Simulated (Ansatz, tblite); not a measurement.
# The cluster MoO2+: a ladder of methods and basis sets

Aim: run the doublet of the cluster MoO2+ at one geometry on many levels, and compare frontier levels, spin and run time.

Computed with Ansatz 0.2.0, Gaussian basis. Level: as each input shows.

Plan: GFN1-xTB, GFN2-xTB, PBE-D4/def2-TZVP, r2SCAN-D4/def2-TZVP, revPBE-D4/def2-TZVP, B2PLYP/def2-TZVP, LDA/def2-TZVP, LC-ωPBE/def2-TZVP, HF/def2-TZVP, PBE-D4/def2-SVP, PBE0-D4/def2-SVP, CCSD(T)/def2-TZVPP, MP2/def2-TZVP, RPA/def2-TZVP.

5 further runs of the same task are left out: 1 that didn't finish, 4 set aside as unsound or not needed. Runs told in other sessions of the task aren't counted.

### 1 The relaxed structure

The doublet was relaxed beforehand with PBE0-D4/def2-TZVP. At that level it is the lowest of the isomers that a small search found.

3 atoms, charge 1, spin multiplicity 2.

Bond lengths: Mo1–O2 1.643 Å, Mo1–O3 1.643 Å. Angles: O2–Mo1–O3 105.6°.

Mo takes a core potential in the def2 sets. No spin-orbit coupling is included. The ion is computed in the gas phase, without counter-ions or solvent.

PBE0-D4/def2-TZVP was run before; its log isn't repeated, and its numbers join the tables.

### 2 GFN1-xTB

Tight binding, by tblite at 300 K electronic temperature and without a spin-polarisation term:

```python
tblite.interface.Calculator('GFN1-xTB', numbers, positions, charge=1, uhf=1).singlepoint()
```

Energy -297.1193 eV; 0.002 s.

### 3 GFN2-xTB

Tight binding, by tblite at 300 K electronic temperature and without a spin-polarisation term:

```python
tblite.interface.Calculator('GFN2-xTB', numbers, positions, charge=1, uhf=1).singlepoint()
```

Energy -260.0887 eV; 0.003 s.

### 4 PBE-D4/def2-TZVP

start.molden holds the orbitals of an earlier run on this state, given as this run's starting guess.

File in.yaml:

```yaml
crystal:
  periodic: [false, false, false]
  atoms:
    - {symbol: Mo, position_ang: [-0.248506, -0.613127, 0.037282]}
    - {symbol: O, position_ang: [-1.076023, 0.802755, 0.141029]}
    - {symbol: O, position_ang: [1.324529, -0.189628, -0.178300]}
basis:
  gaussian: {orbitals: def2-TZVP, initial_orbitals: start.molden}
total_charge: 1
magnetization: {spin_polarized: true, initial_magnetization: 1}
hamiltonian: {xc: pbe, dispersion: d4}
scf: {omitted_lower_state_checks: [starts]}
output: {orbitals: {seedname: orbitals}}
```

Launch:

```sh
$ ansatz run in.yaml --threads 4 --pin off --events-out ev --progress --plain --max-ram 3916MiB
```

After this run come: r2SCAN-D4/def2-TZVP; revPBE-D4/def2-TZVP; B2PLYP/def2-TZVP; LDA/def2-TZVP; LC-ωPBE/def2-TZVP; HF/def2-TZVP; PBE-D4/def2-SVP; PBE0-D4/def2-SVP; CCSD(T)/def2-TZVPP; MP2/def2-TZVP; RPA/def2-TZVP.

**Question.** What will the summary of the whole plan be? Wanted: gap in def2-TZVP, named functionals and Hartree-Fock, smallest and largest; correlation energy, CCSD(T)/def2-TZVPP; correlation energy, MP2/def2-TZVP; ⟨S²⟩ in def2-TZVP, named functionals and Hartree-Fock, smallest and largest; PBE0 total energy, smallest basis above largest.

As calculated:

| quantity | value |
| --- | --- |
| gap in def2-TZVP, named functionals and Hartree-Fock, smallest and largest | 0.59 eV (LDA), 10.38 eV (HF) |
| correlation energy, CCSD(T)/def2-TZVPP | -26.87 eV |
| correlation energy, MP2/def2-TZVP | -22.12 eV |
| ⟨S²⟩ in def2-TZVP, named functionals and Hartree-Fock, smallest and largest | 0.755, 1.852 |
| PBE0 total energy, smallest basis above largest | 5.60 eV (def2-SVP, def2-TZVP) |

Over the named functionals and Hartree-Fock in def2-TZVP the gap runs from 0.59 eV (LDA) to 10.38 eV (HF); exact exchange widens it. Over the named functionals and Hartree-Fock in def2-TZVP spin contamination reaches 1.10 (HF), so some levels may describe another state. Notes on CCSD(T)/def2-TZVPP: large T1 diagnostic, spin contamination.
